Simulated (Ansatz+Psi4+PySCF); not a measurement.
**doublet CHO: levels of theory in one basis**

```xyz
3

C     0.0367    0.6087    0.0035
O     0.0466   -0.5791    0.0181
H    -0.8801    1.2003    0.0274
```

Basis set: cc-pVTZ (spherical functions). Left uncorrelated: 2 orbitals. Correlation on ROHF uses semicanonical orbitals with singles. Charge 0, multiplicity 2.

Computed with Ansatz (development build ahead of 0.2.0) and Psi4 1.11; each method stands on the lowest determinant of its kind that the runs found.

```tsv
method	E − E(ROHF) (eV)	<S²> of the determinant
ROHF	0.00	0.75
UHF	-0.15	0.77
ROHF-MP2	-10.23	–
UHF-MP2	-10.19	0.77
```
